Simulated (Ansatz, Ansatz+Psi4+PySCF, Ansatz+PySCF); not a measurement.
```xyz
4

C     0.0086    0.0034    0.0037
H     0.9299    0.0006   -0.5500
H    -0.9362   -0.0042   -0.5533
N     0.0010   -0.0093    1.2486
```

Basis set: cc-pVTZ (spherical functions). Correlated methods keep 2 orbitals frozen. Correlation on ROHF uses semicanonical orbitals with singles. Charge 0, multiplicity 2.

Computed with Ansatz (development build ahead of 0.2.0); each method stands on the lowest determinant of its kind that the runs found.

The atomization energy at this shape (free ground-state atoms in the same class of orbitals less the molecule, no zero-point energy) of doublet CH₂N:

```tsv
method	atomization energy
ROHF-MP2	1394.0 kJ/mol
```

What does UHF-MP2 give?

1364.9 kJ/mol. Caution for UHF-MP2: the unrestricted determinant is spin contaminated.
